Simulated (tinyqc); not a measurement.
Worked calculation: Hueckel theory of the pi electrons, for the molecule O=CC=O (SMILES; centres numbered as the heavy atoms are written). One step of it, computed by the program tinyqc.

Problem. Orbitals. Diagonalise; E = alpha + x beta with beta < 0, so the largest x are filled first; degenerate levels share their electrons. P = sum n_i c_ri c_si; each orbital has its largest coefficient positive (the first on a tie).

Hueckel matrix in units of beta (H = alpha + beta A):
```
          1O        2C        3C        4O
1O  0.880000  1.000000  0.000000  0.000000
2C  1.000000  0.000000  1.000000  0.000000
3C  0.000000  1.000000  0.000000  1.000000
4O  0.000000  0.000000  1.000000  0.880000
```

pi electrons, sum of z_r less the charge = 4

Give: x values; occupations; coefficients; charge and bond-order matrix P.

Solution.

x values: 1.942  1.312  -0.062  -1.432

occupations: 2.000  2.000  0.000  0.000

coefficients:
```
      MO1     MO2     MO3     MO4
1O  0.485   0.649   0.515  -0.281
2C  0.515   0.281  -0.485   0.649
3C  0.515  -0.281  -0.485  -0.649
4O  0.485  -0.649   0.515   0.281
```

charge and bond-order matrix P:
```
        1O     2C     3C      4O
1O   1.313  0.863  0.135  -0.372
2C   0.863  0.687  0.372   0.135
3C   0.135  0.372  0.687   0.863
4O  -0.372  0.135  0.863   1.313
```
